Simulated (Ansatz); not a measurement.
**CH2FN (SMILES [H]/N=C/F): BCCD(T)/STO-3G**

What is the energy change on altering one bond length of CH2FN at BCCD(T)/STO-3G? 

Program for the calculation: Ansatz 0.2.0.

65 further runs of the same task are left out: 65 set aside as unsound or not needed.

**1. The molecule**

CH2FN has 5 atoms, charge 0, and is taken as a singlet. As SMILES, `[H]/N=C/F`. The shape is that of a PBE0-D4/def2-TZVP optimisation.

Bond lengths: N1–C2 1.242 Å, C2–F3 1.328 Å, N1–H4 1.016 Å, C2–H5 1.092 Å. Angles: N1–C2–F3 120.0°, N1–C2–H5 129.8°, F3–C2–H5 110.2°, C2–N1–H4 110.6°.

**2. The energy at BCCD(T)/STO-3G**

Contents of job.yaml:

```yaml
crystal:
  periodic: [false, false, false]
  atoms:
    - {symbol: N, position_ang: [-0.719900, -0.454400, -0.439800]}
    - {symbol: C, position_ang: [0.296500, -0.034500, 0.137300]}
    - {symbol: F, position_ang: [1.242400, -0.884800, 0.520800]}
    - {symbol: H, position_ang: [-1.343900, 0.314100, -0.667300]}
    - {symbol: H, position_ang: [0.574800, 0.986000, 0.407600]}
basis:
  gaussian: {orbitals: STO-3G}
correlation: {method: bccd_t, frozen_orbitals: {C: 1, F: 1, H: 0, "N": 1}}
accuracy: high
scf: {omitted_lower_state_checks: [cluster_reference, increment]}
```

Launch:

```sh
$ ansatz run job.yaml --threads 1 --pin off --max-ram 2610MiB --events-out events.jsonl --progress --plain --runs-dir runs
```

What it wrote, cut to the lines that bear on the results:

```text
Warning: RAYON_NUM_THREADS=1 ignored (pool sized by the plan → 1); use --threads N
Functional definition: HF
  name "HF"
[...]
298 factors; integrals over basis functions are off by at most 1.2e-8 eV
[...]
mean field -5177.95245449 eV, -190.2862429603 hartree, gradient 2.7e-8 eV, S^2 0.000000; 0 other end points of the search recorded, 0 dependent functions left out; unrestricted orbitals would lower it
3 core orbitals not correlated: weight in the atoms' cores, before any rotation towards them, 1.000 or more for the frozen orbitals, at most 0.000 for the correlated occupied ones
reference -5177.95245449 eV, -190.2862429603 hartree; 9, 9 occupied and 5, 5 virtual orbitals, 298 factors
second order -3.61427050 eV of doubles, -0.00000000 eV of singles
cycle   1  -4.09545657 eV  change   -4.8e-1 eV  update   7.2e-2
[...]
cycle  21  -4.40761599 eV  change  -8.4e-10 eV  update  5.4e-10
perturbative correction -0.11963131 eV, -0.0043963694 hartree
Total energy: -5182.47970179 eV, -190.4526162300 hartree
Checks for a lower state left out: cluster_reference, increment
```

Run time: 0.16 s. Hardware: 1 thread of Arm Neoverse V2, shared host.

**3. The distorted shape, same level**

Contents of in.yaml:

```yaml
basis:
  gaussian: {orbitals: STO-3G}
crystal:
  periodic: [false, false, false]
  atoms:
    - symbol: N
      position_ang: [-0.789476, -0.709529, -0.507376]
    - symbol: C
      position_ang: [0.226924, -0.289629, 0.069724]
    - symbol: F
      position_ang: [1.172824, -1.139929, 0.453224]
    - symbol: H
      position_ang: [-1.413476, 0.058971, -0.734876]
    - symbol: H
      position_ang: [0.574800, 0.986000, 0.407600]
correlation: {method: bccd_t, frozen_orbitals: {C: 1, F: 1, H: 0, "N": 1}}
accuracy: high
scf: {omitted_lower_state_checks: [cluster_reference, increment]}
```

Launch:

```sh
$ ansatz run in.yaml --threads 1 --pin off --max-ram 2610MiB --events-out events.jsonl --progress --plain --runs-dir runs
```

What it wrote, cut to the lines that bear on the results:

```text
Warning: RAYON_NUM_THREADS=1 ignored (pool sized by the plan → 1); use --threads N
[... 2 set-up lines as earlier in the session ...]
[...]
298 factors; integrals over basis functions are off by at most 4.6e-8 eV
[...]
mean field -5176.92620493 eV, -190.2485289844 hartree, gradient 2.7e-8 eV, S^2 0.000000; 0 other end points of the search recorded, 0 dependent functions left out; unrestricted orbitals would lower it
3 core orbitals not correlated: weight in the atoms' cores, before any rotation towards them, 1.000 or more for the frozen orbitals, at most 0.000 for the correlated occupied ones
reference -5176.92620493 eV, -190.2485289844 hartree; 9, 9 occupied and 5, 5 virtual orbitals, 298 factors
second order -3.89069062 eV of doubles, -0.00000000 eV of singles
cycle   1  -4.40307811 eV  change   -5.1e-1 eV  update   8.2e-2
[...]
cycle  20  -4.77785559 eV  change    1.0e-9 eV  update   1.0e-9
perturbative correction -0.14832190 eV, -0.0054507294 hartree
Total energy: -5181.85238241 eV, -190.4295626680 hartree
Checks for a lower state left out: cluster_reference, increment
```

Wall time 0.16 s (1 thread of Arm Neoverse V2, shared host).

**4. Outcome**

Level: BCCD(T)/STO-3G, 3 core orbitals frozen.

| quantity | value |
| --- | --- |
| first shape: total energy | -190.45262 Eh |
| first shape: correlation energy (3 core orbitals frozen) | -166.4 mEh |
| first shape: (T) correction | -4.40 mEh |
| distorted shape: total energy | -190.42956 Eh |
| distorted shape: correlation energy (3 core orbitals frozen) | -181.0 mEh |
| distorted shape: (T) correction | -5.45 mEh |
| energy change with the C2–H5 bond stretched from 1.092 to 1.365 Å | 0.627 eV |

In words: With the C2–H5 bond stretched from 1.092 to 1.365 Å the energy rises by 0.63 eV (14.5 kcal/mol). The first shape isn't relaxed at this level, so the change isn't measured from a minimum. The minimal basis adds a large error of its own. The restricted solution (first shape) is unstable to spin breaking: an unrestricted one lies lower. The triples (first shape) make up 2.6 % of the correlation energy. The restricted solution (distorted shape) is unstable to spin breaking: an unrestricted one lies lower. The triples (distorted shape) make up 3.0 % of the correlation energy.
